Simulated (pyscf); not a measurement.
A first-order saddle from PySCF, ωB97X-D3(BJ)/def2-SVP:

```xyz
9

Ge     0.2288     0.4355    -1.3165
H      1.1888    -0.5657    -1.9779
H      0.9914     1.6191    -0.7006
H     -0.8467     0.9154    -2.3037
C     -0.8872    -0.7058     0.4629
Cl    -1.8754    -1.7147     2.0361
H     -1.2543    -1.3911    -0.3019
H      0.1035    -0.8580     0.8924
H     -1.4121     0.2334     0.6404
```
Charge 0, spin multiplicity 2.

Surface: doublet, charge 0. Lowest wavenumbers (cm⁻¹): 762i, 118, 142, 142, 189.

Q: Which two sides does it connect, and which bonds change?

A: GeH₃• (SMILES [GeH3]) + H₃C–Cl (SMILES CCl) <-> H₃C–GeH₃ (SMILES [CH3][GeH3]) + Cl• (SMILES [Cl]), a substitution at C read from left to right: C–Cl broken and C–Ge formed. At ωB97M-D3(BJ)/def2-TZVP it lies +20.9 kcal/mol from the left side and +15.6 kcal/mol from the right (each side as separated species at their lowest minima found). This is the saddle that the search found; another between the same sides may lie lower. The angle at the attacked C is 180°. Left out: the spin-orbit lowering of Cl. Elements up to Kr have no core potential and no relativistic terms here.
